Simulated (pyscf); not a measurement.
PySCF, gas phase, ωB97X-D3(BJ)/def2-SVP geometries. MP2 and CC: frozen core, UHF for open shells. ΔMP2 is the change of the MP2 total energy from the triple- to the quadruple-zeta basis.

SMILES: [SH][Au]
```xyz
3

S      0.2718    -0.6457     0.2468
Au    -0.9039     0.5276     1.7835
H     -0.8078    -1.2215    -0.3228
```

Problem. How much does it cost (ΔH, 298 K, CCSD(T)/def2-TZVPP + ΔMP2(QZVPP)) to split `[SH][Au]` at its Au–S bond into SH• + Au•?

Solution. Au–S to SH• + Au•: 61.5 kcal/mol. The CCSD(T) − MP2 part came from Ansatz, without density fitting, on the same reference. The frozen core leaves the outer d or s,p core shells of the metals and heavy elements correlated in the MP2 and CC values, and def2-TZVPP describes them poorly, which can shift differences by a few kcal/mol. Left out: the spin-orbit lowering of SH. Open-shell species with a d-block atom are single-reference here; other states, and whether the spin sits on metal or ligand, were not checked. Elements past Kr carry the def2 core potentials, without spin-orbit coupling.
